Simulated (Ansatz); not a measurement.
SbMo: from a trial structure to a relaxed crystal

These are results of DFT PBE, scalar-relativistic, plane waves, PAW in Ansatz 0.2.0, not measurements. Cutoff 420 eV, Γ-centred k mesh, Gaussian smearing, no spin polarisation in the final step.

The start puts SbMo on the rock salt structure type (Fm-3m, No. 225), with Sb in place of Na, Mo in place of Cl, at a guessed volume.

```
CELL_PARAMETERS angstrom
0.00000 2.78612 2.78612
2.78612 0.00000 2.78612
2.78612 2.78612 0.00000
ATOMIC_POSITIONS crystal
Sb 0.00000 0.00000 0.00000
Mo 0.50000 0.50000 0.50000
```

Cell and atoms relax at zero pressure; the relaxation can't lower the symmetry of the start.

Formation energies are uncorrected and refer to the elements' standard structures at the same level.

What does it relax into?

It keeps Fm-3m (No. 225). The result has the rock salt structure. Conventional cell: a = 5.522 Å. Around Sb lie 6 Mo at 2.76 Å; Mo has 6 Sb at 2.76 Å.

```xyz
2
Lattice="0.0000 2.7609 2.7609 2.7609 0.0000 2.7609 2.7609 2.7609 0.0000" Properties=species:S:1:pos:R:3 pbc="T T T"
Sb    0.0000    0.0000    0.0000
Mo    2.7609    2.7609    2.7609
```

What are its volume, energy, density and gap?

The volume per atom is 21.04 Å³ and the density is 8.59 g/cm³. The energy over the elements is 0.81 eV/atom. The gap on the 18×18×18 mesh is 0 eV (a metal).

The final run used a 18×18×18 mesh on its 2-atom cell and 0.10 eV smearing. For metals, differences of a few meV/atom aren't resolved. Spin–orbit coupling is left out. Symmetry constrained the relaxation, so the result can be a saddle point. The steps took roughly 21 core-seconds in all.

Cost: 2 runs of about 0.35 core-minutes in all, on Intel Xeon 6975P-C (Granite Rapids) (shared hosts).